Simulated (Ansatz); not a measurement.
Density of states of Ba2As (I4/mmm, a = 5.031 Å, b = 5.031 Å, c = 18.007 Å, α = 90.00°, β = 90.00°, γ = 90.00°), in states per eV and primitive cell, averaged over bins of 0.4 eV. Theory: DFT r2SCAN, scalar-relativistic, plane waves, PAW in Ansatz.

Cutoff 500 eV; k points 10×10×10 on the computed 6-atom cell (Γ-centred); Gaussian smearing, width 0.10 eV; no spin polarisation.

The cell is relaxed at this level. The states (both spins) are summed by tetrahedra on a 15×15×15 mesh at the self-consistent density. Energies are bin centres; the table starts no lower than −8 eV and ends at 6 eV, or lower where the solved bands end.

It is a metal at this level.

```tsv
E − E_F (eV)	total	As 4p	Ba 6s	Ba 5p	Ba 5s
-3.05	3.27	2.15	0.74	0.05	0.06
-2.65	6.45	4.62	1.16	0.12	0.07
-2.25	9.06	7.41	0.56	0.16	0.02
-1.85	9.97	8.35	0.37	0.23	0.02
-1.45	1.89	1.32	0.18	0.04	0.01
-1.05	0.76	0.11	0.25	0.02	0.01
-0.65	0.92	0.07	0.33	0.02	0.01
-0.25	2.35	0.15	0.69	0.04	0.01
0.15	3.78	0.12	0.64	0.02	0.01
0.55	6.32	0.16	0.59	0.01	0.02
```

The columns after the total are the main Löwdin projections on the occupied valence shells of the potentials; 1 other is left out. The rest of the total lies in those, in shells that are empty in the free atom, which aren't projected, and between the atoms.

Spin-orbit coupling is left out, which matters for the bands of heavy elements.